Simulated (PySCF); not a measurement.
Atomic charges against the basis set

1,1,1,2-tetrafluoroethane, C2H2F4.
Numbering: `[F:1][CH2:2][C:3]([F:4])([F:5])[F:6]` (hydrogens: H7, H8 on C2)

PBE0 throughout (PySCF), one geometry, spherical d and f functions. Isolated species at its PBE0-D3(BJ)/def2-SVP geometry, gas phase. Atoms taken as equivalent share a column and are averaged.

Mulliken charges (e):

```csv
basis,functions,F1,C2,C3,F4/F5/F6,H7/H8
STO-3G,32,-0.101,-0.071,+0.333,-0.113,+0.089
6-31G,58,-0.313,-0.038,+0.749,-0.268,+0.203
pcSseg-0,58,-0.367,-0.080,+0.892,-0.323,+0.262
6-31G*,88,-0.317,-0.070,+0.896,-0.294,+0.186
def2-SVP,94,-0.253,+0.204,+0.465,-0.180,+0.062
cc-pVDZ,94,-0.217,+0.170,+0.422,-0.164,+0.059
pcSseg-1,112,-0.311,+0.117,+0.718,-0.261,+0.130
aug-cc-pVDZ,156,-0.424,+0.641,+1.405,-0.451,-0.135
"6-311+G(2d,p)",174,-0.266,-0.015,+0.812,-0.292,+0.173
def2-TZVP,198,-0.199,-0.012,+0.424,-0.154,+0.125
cc-pVTZ,208,-0.198,+0.071,+0.449,-0.154,+0.069
IGLO-III,230,-0.252,+0.020,+0.511,-0.188,+0.143
```

IAO charges (e):

| basis | functions | F1 | C2 | C3 | F4/F5/F6 | H7/H8 |
| --- | --- | --- | --- | --- | --- | --- |
| STO-3G | 32 | -0.128 | -0.151 | +0.435 | -0.142 | +0.134 |
| 6-31G | 58 | -0.276 | -0.040 | +0.730 | -0.255 | +0.176 |
| pcSseg-0 | 58 | -0.270 | -0.043 | +0.732 | -0.254 | +0.171 |
| 6-31G* | 88 | -0.290 | -0.003 | +0.804 | -0.274 | +0.156 |
| def2-SVP | 94 | -0.292 | 0.000 | +0.800 | -0.274 | +0.157 |
| cc-pVDZ | 94 | -0.291 | -0.006 | +0.799 | -0.273 | +0.158 |
| pcSseg-1 | 112 | -0.298 | 0.000 | +0.803 | -0.276 | +0.162 |
| aug-cc-pVDZ | 156 | -0.304 | -0.004 | +0.811 | -0.279 | +0.167 |
| 6-311+G(2d,p) | 174 | -0.305 | -0.005 | +0.810 | -0.279 | +0.168 |
| def2-TZVP | 198 | -0.304 | -0.003 | +0.820 | -0.281 | +0.166 |
| cc-pVTZ | 208 | -0.302 | -0.005 | +0.819 | -0.280 | +0.165 |
| IGLO-III | 230 | -0.305 | -0.005 | +0.815 | -0.280 | +0.168 |

Hirshfeld charges (e):

| basis | functions | F1 | C2 | C3 | F4/F5/F6 | H7/H8 |
| --- | --- | --- | --- | --- | --- | --- |
| STO-3G | 32 | -0.070 | +0.038 | +0.246 | -0.083 | +0.018 |
| 6-31G | 58 | -0.111 | +0.022 | +0.253 | -0.095 | +0.061 |
| pcSseg-0 | 58 | -0.106 | +0.016 | +0.251 | -0.091 | +0.057 |
| 6-31G* | 88 | -0.103 | +0.018 | +0.241 | -0.089 | +0.055 |
| def2-SVP | 94 | -0.099 | +0.003 | +0.246 | -0.087 | +0.056 |
| cc-pVDZ | 94 | -0.093 | 0.000 | +0.236 | -0.084 | +0.054 |
| pcSseg-1 | 112 | -0.104 | +0.004 | +0.250 | -0.089 | +0.059 |
| aug-cc-pVDZ | 156 | -0.102 | -0.003 | +0.243 | -0.088 | +0.062 |
| 6-311+G(2d,p) | 174 | -0.105 | +0.004 | +0.244 | -0.090 | +0.063 |
| def2-TZVP | 198 | -0.101 | +0.001 | +0.242 | -0.088 | +0.061 |
| cc-pVTZ | 208 | -0.099 | -0.001 | +0.242 | -0.087 | +0.059 |
| IGLO-III | 230 | -0.102 | -0.002 | +0.244 | -0.089 | +0.063 |

Q: Which scheme is steadiest as the basis changes?

A: Largest range over the bases for any column: Hirshfeld 0.05 e, IAO 0.39 e, Mulliken 1.07 e. Hirshfeld charges move least and Mulliken charges most, counted in e. Without the minimal STO-3G basis the ranges are Hirshfeld 0.02, IAO 0.09, Mulliken 0.98 e.

Q: How much do the charges still move between the two largest bases, cc-pVTZ and IGLO-III?

A: At most, over all atoms: Mulliken 0.073 e, IAO 0.004 e, Hirshfeld 0.003 e.

Q: What do the same runs give for the total energy, the frontier levels and the dipole moment?

A: 
```
        basis  energy (Eh)  HOMO (eV)  LUMO (eV)  μ (D)
       STO-3G    -469.6219      -5.12       7.79   1.00
        6-31G    -476.1894     -10.38       1.90   2.24
     pcSseg-0    -475.2062     -10.36       1.87   2.25
       6-31G*    -476.3091      -9.97       2.46   1.76
     def2-SVP    -475.9591     -10.27       1.90   1.91
      cc-pVDZ    -476.3450     -10.09       1.98   1.83
     pcSseg-1    -476.2868     -10.46       1.49   2.00
  aug-cc-pVDZ    -476.3886     -10.52      -0.07   1.98
6-311+G(2d,p)    -476.4816     -10.58       0.32   2.04
    def2-TZVP    -476.5331     -10.46       1.27   1.94
      cc-pVTZ    -476.5060     -10.37       1.37   1.89
     IGLO-III    -476.5393     -10.53       0.79   1.98
```

The dipole is fixed by the density alone, so its range of 1.25 D shows that the density itself changes with the basis, not only its division among atoms.
